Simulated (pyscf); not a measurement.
Single points on ωB97X-D3(BJ)/def2-SVP structures (PySCF, gas phase).

Problem. For the elementary gas-phase step methane (CH₄) + [H₂N–Zn]• → [H₃C–Zn]• + ammonia (NH₃) (doublet surface; C–H, N–Zn broken, C–Zn, H–N formed), what barrier and reaction energy does ωB97M-D3(BJ)/def2-TZVP give, measured from the separated reactants?

Solution. ΔE‡ = 33.3 kcal/mol, ΔE = +7.1 kcal/mol. Zero-point energy shifts the barrier by -1.3 kcal/mol. It is a four-centre exchange, with an imaginary mode of 1649i cm⁻¹. On the product side the descent ends in an adduct with a N–Zn contact, 8.6 kcal/mol under the separated species and 34.1 kcal/mol under the saddle at ωB97X-D3(BJ)/def2-TZVP. What is counted as broken (N–Zn) persists as a longer contact in the product adduct; parting that adduct is a step of its own. One saddle was located; it need not be the lowest between these sides. Elements up to Kr have no core potential and no relativistic terms here.
